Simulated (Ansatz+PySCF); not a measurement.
**doublet ClO₂: levels of theory in one basis**

```xyz
3

Cl    0.0000    0.1425   -1.7191
O     0.0000   -0.4993    0.4577
O     0.0000    0.3568    1.2614
```

Basis set: cc-pVTZ on O; cc-pV(T+d)Z on Cl (spherical functions). Correlated methods keep 7 orbitals frozen. Correlation on ROHF uses semicanonical orbitals with singles. Charge 0, multiplicity 2.

Computed with Ansatz (development build ahead of 0.2.0); each method stands on the lowest determinant of its kind that the runs found.

| method | E − E(ROHF) (eV) | <S²> of the determinant |
| --- | --- | --- |
| ROHF | 0.00 | 0.75 |
| UHF | -2.48 | 1.72 |
| ROHF-MP2 | -17.48 | – |

(1) What does UHF-MP2 give on the same scale?

(2) Is a single determinant a sound starting point here?

Answers

(1) -18.76 eV.

(2) It is doubtful. Unrestricted orbitals lower Hartree–Fock by 2.48 eV and <S²> is 1.72 where a pure state has 0.75, a sign of strong static correlation.

Caution for ROHF, ROHF-MP2: an unrestricted determinant lies well below. Caution for UHF, UHF-MP2: the unrestricted determinant is a mixture of spin states. Caution for ROHF-MP2, UHF-MP2: forces differ strongly between restricted and unrestricted references. Caution for ROHF-MP2: another reference gives a lower total.
